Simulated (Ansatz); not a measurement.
# C3H6O2: a ladder of functionals and wavefunction methods

The task here is to estimate one member of a computed series from the others.

Computed with Ansatz 0.2.0, Gaussian basis. Level: functionals in def2-TZVPP, the program's frozen cores in correlated methods.

Levels to be run: PBE-D4, r2SCAN-D4, PBE0-D4, B3LYP-D4, ωB97X-V, ωB97M-V, B2PLYP; CCSD(T)/def2-TZVPP; MP2/def2-QZVPP; extrapolation to the limit.

## The relaxed structure

All runs share one geometry, relaxed beforehand with PBE0-D4 in a triple-zeta def2 set.

SMILES `COCC=O`, 11 atoms, charge 0, spin multiplicity 1.

Atoms are counted from 1 here; the program's logs count them from 0.

Bond lengths: C1–O2 1.410 Å, C1–H6 1.089 Å, C1–H7 1.099 Å, C1–H8 1.093 Å, O2–C3 1.383 Å, C3–C4 1.507 Å, C3–H9 1.106 Å, C3–H10 1.098 Å, C4–O5 1.197 Å, C4–H11 1.115 Å. Angles: O2–C1–H6 106.8°, O2–C1–H7 110.8°, O2–C1–H8 111.7°, H6–C1–H7 108.8°, H6–C1–H8 109.2°, H7–C1–H8 109.4°, C1–O2–C3 113.8°, O2–C3–C4 116.1°, O2–C3–H9 112.5°, O2–C3–H10 108.0°, C4–C3–H9 106.9°, C4–C3–H10 106.8°, H9–C3–H10 105.9°, C3–C4–O5 125.5°, C3–C4–H11 113.2°, O5–C4–H11 121.3°.

The first run:

in.yaml

```yaml
crystal:
  periodic: [false, false, false]
  atoms:
    - {symbol: C, position_ang: [0.478120, 1.384032, 0.506954]}
    - {symbol: O, position_ang: [1.038863, 0.293335, -0.188218]}
    - {symbol: C, position_ang: [0.100031, -0.539604, -0.770094]}
    - {symbol: C, position_ang: [-0.673321, -1.427295, 0.170515]}
    - {symbol: O, position_ang: [-0.567774, -1.437082, 1.363302]}
    - {symbol: H, position_ang: [1.308538, 1.997881, 0.853971]}
    - {symbol: H, position_ang: [-0.154950, 1.987417, -0.158489]}
    - {symbol: H, position_ang: [-0.110274, 1.056223, 1.368219]}
    - {symbol: H, position_ang: [-0.643558, 0.016534, -1.371510]}
    - {symbol: H, position_ang: [0.622115, -1.201427, -1.473365]}
    - {symbol: H, position_ang: [-1.384490, -2.107813, -0.353685]}
basis:
  gaussian: {orbitals: def2-TZVPP}
hamiltonian: {xc: pbe, dispersion: d4}
output: {forces: true, orbitals: {seedname: orbitals}}
```

On the command line:

```sh
ansatz run in.yaml --threads 4 --pin off --events-out ev --progress --plain --max-ram 10444MiB
```

Among the steps run: PBE-D4 (GGA); r2SCAN-D4 (meta-GGA); PBE0-D4 (hybrid); B3LYP-D4 (hybrid); ωB97X-V (range-separated); ωB97M-V (range-separated); B2PLYP (double hybrid); CCSD(T) in def2-TZVPP; MP2 in def2-QZVPP.

One of the session's tables, all rows but one given; the rest of the session is left out.

| method | atoms, summed (eV) | atomisation energy (kcal/mol) |
| --- | --- | --- |
| PBE-D4 | ? | ? |
| r2SCAN-D4 | -7254.979 | 1059.8 |
| PBE0-D4 | -7250.733 | 1061.2 |
| B3LYP-D4 | -7259.560 | 1056.9 |
| ωB97X-V | -7256.721 | 1058.2 |
| ωB97M-V | -7256.138 | 1059.6 |
| B2PLYP | -7253.918 | 1047.0 |
| HF/def2-TZVPP | -7230.271 | 747.8 |
| MP2/def2-TZVPP | -7243.377 | 1051.6 |
| CCSD/def2-TZVPP | -7245.947 | 1011.4 |
| CCSD(T)/def2-TZVPP | -7246.268 | 1029.1 |
| MP2/CBS | -7245.908 | 1078.3 |
| CCSD(T)/CBS | -7248.799 | 1055.8 |

Estimate the missing values for PBE-D4.

The run gave: atoms, summed (eV): -7249.248; atomisation energy (kcal/mol): 1089.2. In the column «atoms, summed (eV)» it lies between PBE0-D4 (-7250.733) and CCSD(T)/CBS (-7248.799).
